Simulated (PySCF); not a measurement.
**[BH3]− (SMILES [BH3-]) at 6 levels**

We compute a comparison of 6 runs (U-r2SCAN/6-31G, U-wB97X-V/6-31G, UB3LYP/6-31G, UMP2/6-31G, UCCSDT/6-31G, UCISD/6-31G) of [BH3]−. 

The calculation is run with PySCF 2.14.0.

6 further runs of the same task are left out: 6 set aside as unsound or not needed.

## 1. Starting point

[BH3]− has 4 atoms, charge -1, and is taken as a doublet. As SMILES, `[BH3-]`. The B1–H2 distance was set to 2.256 Å, away from the relaxed value. At this shape a bond of the SMILES string is far longer than usual.

Bond lengths: B1–H3 1.254 Å, B1–H4 1.254 Å. Angles: H3–B1–H4 111.5°.

## 2. A single-point energy at U-r2SCAN/6-31G (run 1)

File input.py:

```python
from pyscf import gto, dft

molecule = gto.M(
    atom='''
B     -0.462878    -0.429235    -0.923619
H      0.917080     0.452560     0.628490
H     -0.892538    -1.552985    -0.571429
H     -1.401578     0.353955    -1.202899
''',
    charge=-1,
    max_memory=1860,
    verbose=4,
    spin=1,
    basis='6-31g',
)

ks = dft.UKS(molecule, xc='r2scan')
ks.conv_tol = 1e-10
ks.grids.level = 5
ks.kernel()
if not ks.converged:
    ks = ks.newton().run(ks.mo_coeff, ks.mo_occ)

e_final = ks.e_tot
print(f'total energy: {e_final:.8f} hartree')
```

The run is started by

```
$ OMP_NUM_THREADS=1 python input.py
```

What it wrote:

```text
PySCF version 2.14.0

[... 105 lines left out ...]
converged SCF energy = -26.4559082040213  <S^2> = 0.77907374  2S+1 = 2.0288654
total energy: -26.45590820 hartree
```

Run time: 4.5 s. Hardware: 1 thread of Arm Neoverse V1, shared host; peak memory 0.19 GiB.

## 3. The energy at U-wB97X-V/6-31G (run 2)

File mol.xyz:

```xyz
4
BH3
B     -0.462878    -0.429235    -0.923619
H      0.917080     0.452560     0.628490
H     -0.892538    -1.552985    -0.571429
H     -1.401578     0.353955    -1.202899
```

File job.py:

```python
from pyscf import gto, dft

mol = gto.M(
    atom='mol.xyz',
    charge=-1,
    basis='6-31g',
    verbose=3,
    spin=1,
    max_memory=1860,
)

ks = dft.UKS(mol)
ks.xc = 'wb97x-v'
ks.grids.level = 5
ks.conv_tol = 1e-10
ks.nlcgrids.level = 1
ks.kernel()
if not ks.converged:
    ks = ks.newton().run(ks.mo_coeff, ks.mo_occ)

etot = ks.e_tot
print('E = %.10f Eh' % etot)
```

The run is started by

```
$ OMP_NUM_THREADS=1 python job.py
```

What it wrote:

```text
WARN: HOMO -0.0916288024976224 >= LUMO -0.0916288024976231

converged SCF energy = -26.4590869447735  <S^2> = 0.75206715  2S+1 = 2.0020661
E = -26.4590869448 Eh
```

Wall time 11 s (1 thread of Arm Neoverse V1, shared host); peak memory 0.18 GiB.

Run 3 isn't shown in full; the table further down has it.

## 4. A single-point energy at UMP2/6-31G (run 4)

File calc.py:

```python
from pyscf import gto, scf, mp

system = gto.M(
    atom=[
    ('B', (-0.462878, -0.429235, -0.923619)),
    ('H', (0.917080, 0.452560, 0.628490)),
    ('H', (-0.892538, -1.552985, -0.571429)),
    ('H', (-1.401578, 0.353955, -1.202899)),
],
    max_memory=1860,
    basis='6-31g',
    verbose=4,
    charge=-1,
    spin=1,
)

mf = scf.UHF(system)
mf.conv_tol = 1e-10
mf.kernel()
if not mf.converged:
    mf = mf.newton().run(mf.mo_coeff, mf.mo_occ)

pt = mp.MP2(mf, frozen=1).run()
e_tot = pt.e_tot
print('Final energy', e_tot)
```

The run is started by

```
$ OMP_NUM_THREADS=1 python calc.py
```

What it wrote:

```text
PySCF version 2.14.0

[... 132 lines left out ...]
converged SCF energy = -26.2336265018403  <S^2> = 0.9754632  2S+1 = 2.2140128
[... 1 line left out ...]
******** <class 'pyscf.mp.ump2.UMP2'> ********
nocc = (np.int64(4), np.int64(3)), nmo = (14, 14)
frozen orbitals 1
E(UMP2) = -26.2896469096327  E_corr = -0.0560204077923824
E(SCS-UMP2) = -26.2944041534805  E_corr = -0.0607776516402217
E_corr(same-spin) = -0.00743865889688909
E_corr(oppo-spin) = -0.0485817488954934
Final energy -26.28964690963266
```

Run time: 0.78 s. Hardware: 1 thread of Arm Neoverse V1, shared host; peak memory 0.12 GiB.

Run 5 isn't shown in full; the table further down has it.

## 5. The energy at UCISD/6-31G (run 6)

File input.py:

```python
from pyscf import gto, ci

mol = gto.M(
    atom='B -0.462878 -0.429235 -0.923619; H 0.917080 0.452560 0.628490; H -0.892538 -1.552985 -0.571429; H -1.401578 0.353955 -1.202899',
    basis='6-31g',
    verbose=3,
    charge=-1,
    spin=1,
    max_memory=1860,
)

myscf = mol.UHF()
myscf.conv_tol = 1e-10
myscf.kernel()
if not myscf.converged:
    myscf = myscf.newton().run(myscf.mo_coeff, myscf.mo_occ)

cisd = ci.CISD(myscf, frozen=1)
cisd.kernel()
e_tot = cisd.e_tot
print('Final energy', e_tot)
```

The run is started by

```
$ OMP_NUM_THREADS=1 python input.py
```

What it wrote:

```text
converged SCF energy = -26.2336265018403  <S^2> = 0.9754632  2S+1 = 2.2140128
E(UCISD) = -26.31252642758647  E_corr = -0.07889992574619685
Final energy -26.312526427586473
```

Run time: 0.86 s. Hardware: 1 thread of Arm Neoverse V1, shared host; peak memory 0.12 GiB.

## 6. The series

```csv
run,level,nlc grid,integration grid,energy (Eh),HOMO energy (eV),LUMO energy (eV),⟨S²⟩,wall time
1,U-r2SCAN/6-31G,–,5,-26.455908,2.41,5.47,0.779,4.5 s
2,U-wB97X-V/6-31G,1,5,-26.459087,-0.64,7.78,0.752,11 s
3,UB3LYP/6-31G,–,5,-26.485129,1.93,5.71,0.755,3.3 s
4,UMP2/6-31G,–,–,-26.289647,-0.76,9.74,0.975,0.78 s
5,UCCSDT/6-31G,–,–,-26.320872,-0.76,9.74,0.975,1.9 s
6,UCISD/6-31G,–,–,-26.312526,-0.76,9.74,0.975,0.86 s
```

## 7. Summary of results

```
                                                         quantity         value
                                              run 6: total energy  -26.31253 Eh
run 6: HOMO energy (Hartree–Fock orbitals) (highest over α and β)      -0.76 eV
 run 6: LUMO energy (Hartree–Fock orbitals) (lowest over α and β)       9.74 eV
                run 6: correlation energy (1 core orbital frozen)     -78.9 mEh
                         run 6: ⟨S²⟩ of the reference determinant         0.975
```

Totals of different functionals can't be ranked against each other. In runs 1, 3 the HOMO lies above zero, so the outermost electron may be held by the basis alone. Spin contamination of the reference: run 4 ⟨S²⟩ = 0.98, run 5 ⟨S²⟩ = 0.98, run 6 ⟨S²⟩ = 0.98. All runs together took 23 s, the longest 11 s.
